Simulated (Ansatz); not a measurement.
Molecule (SMILES): [SiH2] (SiH2) (closed-shell singlet).
Atoms: Si1, H2, H3. Bonds: Si1-H2, Si1-H3.

Basis-set convergence of the optimised Si1-H2 bond length at HF with Ansatz (a first-principles code). Cartesian d functions, on some or all atoms, in 6-31G*, 6-31G**, 6-311G**; all else is spherical. The program fits the integrals of some runs and decomposes those of others, by size. A restricted Hartree-Fock determinant is unstable towards unrestricted orbitals. No added dispersion term, no relativity. Reference: the value in pcseg-4, 1.5082 Å, itself unsure by roughly 0.0002 Å (its mean distance from aug-pcseg-3, aug-cc-pV(Q+d)Z, cc-pV(5+d)Z). Deviations are taken from unrounded values. Cost is core time over that of cc-pV(Q+d)Z, rough, on shared machines of one kind; a dash marks a row that isn't timed (too short, read off another run, short of memory, by another algorithm or on other hardware). It counts the whole optimisation.

```tsv
basis	functions	cost
STO-3G	11	-
3-21G	17	-
6-31G	17	-
pcseg-0	17	-
6-31G*	23	-
pcseg-1	28	-
6-31G**	29	-
cc-pV(D+d)Z	33	-
6-311G**	39	-
pcseg-2	62	-
cc-pV(T+d)Z	67	-
cc-pV(Q+d)Z	124	1×
pcseg-3	130	1×
cc-pV(5+d)Z	210	3×
pcseg-4	227	4×
```

### Question
Which is the smallest set listed that can be trusted to 0.005 Å here, that is, within that of the reference together with its larger relatives (same family, alike in diffuse functions; a set with none to test it counts only in the reference's own line)?

### Answer
The smallest set listed that lies within 0.005 Å of the reference with all its larger relatives (same family, alike in diffuse functions; a set with none counts only in the reference's own line) is 6-31G* (23 functions, 0.0004 Å off). Value minus reference: STO-3G -0.0498, 3-21G 0.0229, 6-31G 0.0317, pcseg-0 0.0170, 6-31G* 0.0004, pcseg-1 0.0017, 6-31G** 0.0019, cc-pV(D+d)Z 0.0079, 6-311G** 0.0031, pcseg-2 0.0001, cc-pV(T+d)Z 0.0019, cc-pV(Q+d)Z 0.0002, pcseg-3 0.0006, cc-pV(5+d)Z -0.0001, pcseg-4 0.0000 Å.
